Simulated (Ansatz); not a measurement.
BH5S⁻, that is B(H2S)H3 with one electron more. Total charge -1; doublet. Geometry B3LYP-D4/def2-TZVP, that of the neutral singlet; atoms count from 1.

Cartesian coordinates in Å:
```
B -0.372 -0.083 -0.800
S 0.743 -0.352 0.875
H 1.269 0.868 1.096
H -0.154 -0.215 1.870
H 0.505 0.000 -1.619
H -1.019 0.906 -0.606
H -0.973 -1.124 -0.816
```

The highest occupied level of the charge -1 doublet lies above zero (up to 1.54 eV). By energy differences it is unbound by 0.39 eV (vertical, to the charge 0 singlet, at PBE0-D4/def2-TZVPD) and held by the finite basis.

**Question.** Estimate the Mulliken populations from the PBE0/def2-TZVPD orbitals of Ansatz.

**Answer.** 
```
atom  charge (e)  spin (α − β)
  B1       -1.17          0.90
  S2       -0.30          0.07
  H3        0.30         -0.01
  H4        0.30         -0.01
  H5       -0.03          0.01
  H6       -0.06          0.04
  H7       -0.03          0.01
```
Mulliken values and Mayer orders depend strongly on the basis. With diffuse functions, as here, like atoms can get unlike values, and bond orders can come out too low or too high.

**Question.** Where does the spin sit?

**Answer.** Summed by element: B 0.90, S 0.07, H 0.03, of 1 unpaired in all. Largest on single atoms: B1 0.90, S2 0.07, H6 0.04.

**Question.** And the Mayer bond orders between bonded heavy atoms (over 0.3)?

**Answer.** B1–S2 0.84 (2.03 Å).
